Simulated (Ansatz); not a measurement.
Predict the output of the script below (the Ansatz DFT code, driven from Python).

Script `cho2.py`:
```python
import ansatz as az
from ase import Atoms


def main() -> None:
    atoms = Atoms(['O', 'C', 'O', 'H'], positions=[
        (0.2899, 0.1826, 1.603),
        (0.2049, -0.0518, 0.4508),
        (0.1092, -0.338, -0.8516),
        (-0.5485, 0.1469, -1.2225),
    ])

    first = (
        az.Crystal.molecule_from_ase(atoms).calculation()
        .basis(gaussian='cc-pVDZ')
        .functional('B3LYP')
        .spin('collinear', total=1)
        .accuracy('medium')
        .scf(lower_state_search='standard')
        .relax(force_tolerance=0.02, max_steps=80)
    )
    atoms.positions = first.run(threads=1, pin='off').report['positions_ang']

    rows = []
    for angle in [90, 100, 110, 120, 135, 150, 165, 179]:
        bent = atoms.copy()
        bent.set_angle(3, 2, 1, angle, indices=[0, 1])
        setup = az.Crystal.molecule_from_ase(bent).calculation()
        setup = setup.basis(gaussian='cc-pVDZ').functional('B3LYP')
        setup = setup.spin('collinear', total=1)
        setup = setup.accuracy('medium')
        setup = setup.scf(lower_state_search='standard')
        rows.append((angle, setup.run(threads=1, pin='off').report['free_energy_ev']))
    floor = min(e for _, e in rows)
    for angle, e in rows:
        print(f'angle H3-O2-C1 = {angle:3d} deg   {1000 * (e - floor):9.1f} meV')


if __name__ == '__main__':
    main()
```

`python cho2.py` gives:
```text
angle H3-O2-C1 =  90 deg       268.7 meV
angle H3-O2-C1 = 100 deg        49.7 meV
angle H3-O2-C1 = 110 deg         0.0 meV
angle H3-O2-C1 = 120 deg        85.6 meV
angle H3-O2-C1 = 135 deg       384.8 meV
angle H3-O2-C1 = 150 deg       761.3 meV
angle H3-O2-C1 = 165 deg      1067.0 meV
angle H3-O2-C1 = 179 deg      1187.7 meV
```

The settings weren't tested for convergence. The scan is rigid, and the energies are electronic, in a modest basis. The zero is the lowest point of the grid, which needn't be the minimum. The run takes the species as open-shell (spin multiplicity 2), which needn't be its ground state. b3lyp holds the VWN-RPA fit, as in Gaussian; the form of ORCA and Turbomole is b3lyp5. Finished in 26 s on 1 thread of Arm Neoverse V2 (shared host), peak memory 0.19 GiB.
